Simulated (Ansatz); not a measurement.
# CH4Cl: the cost of one run

Computed with Ansatz 0.2.0, Gaussian basis. Level: PBE0-D4/def2-SVP, unrestricted.

20 further runs of the same task are left out: 20 set aside as unsound or not needed.

### Step 1. Where the work starts

The first end: 6 atoms, charge 0, spin multiplicity 2.

Atoms are counted from 1 here; the program's logs count them from 0.

Bond lengths: H1–C2 1.088 Å, C2–Cl3 1.773 Å, C2–H5 1.087 Å, C2–H6 1.087 Å. Angles: H1–C2–Cl3 108.6°, H1–C2–H5 110.3°, H1–C2–H6 110.3°, Cl3–C2–H5 108.6°, Cl3–C2–H6 108.6°, H5–C2–H6 110.3°.

Coordinates:

```xyz
6
charge 0, multiplicity 2
H    -0.4429    0.3668    0.5677
C     0.4502    0.4774   -0.0432
Cl    0.6149   -0.9583   -1.0702
H    -2.3182   -1.7954    0.6387
H     0.3641    1.3536   -0.6815
H     1.3318    0.5559    0.5886
```

The second end:

```
H    -1.5800   -1.0884    0.5203
C     0.9374    0.6994   -0.2750
Cl    1.0472   -0.6863   -1.2287
H    -2.1886   -1.1436    0.9493
H     0.3756    1.5351   -0.6607
H     1.4084    0.6838    0.6950
```

### Step 2. The band at PBE0-D4/def2-SVP

The input, neb/in.yaml:

```yaml
crystal:
  periodic: [false, false, false]
  atoms:
    - {symbol: H, position_ang: [-0.442852, 0.366755, 0.567722]}
    - {symbol: C, position_ang: [0.450156, 0.477400, -0.043154]}
    - {symbol: Cl, position_ang: [0.614895, -0.958287, -1.070232]}
    - {symbol: H, position_ang: [-2.318207, -1.795386, 0.638680]}
    - {symbol: H, position_ang: [0.364097, 1.353576, -0.681549]}
    - {symbol: H, position_ang: [1.331812, 0.555940, 0.588632]}
basis:
  gaussian: {orbitals: def2-SVP}
magnetization: {spin_polarized: true, initial_magnetization: 1}
hamiltonian: {xc: pbe0, dispersion: d4}
neb:
  images: 5
  climbing: true
  max_iterations: 40
  initial_path: idpp
  final_atoms:
    - {symbol: H, position_ang: [-1.580050, -1.088367, 0.520331]}
    - {symbol: C, position_ang: [0.937443, 0.699367, -0.275021]}
    - {symbol: Cl, position_ang: [1.047165, -0.686261, -1.228732]}
    - {symbol: H, position_ang: [-2.188625, -1.143626, 0.949281]}
    - {symbol: H, position_ang: [0.375576, 1.535105, -0.660732]}
    - {symbol: H, position_ang: [1.408391, 0.683782, 0.694972]}
```

Started as:

```sh
$ ansatz run in.yaml --threads 2 --pin off --events-out ev --progress --plain --max-ram 4352MiB
```

**Question.** How long does this run take on 2 threads of Intel Xeon Platinum 8488C, shared host?

About 2.3 min.
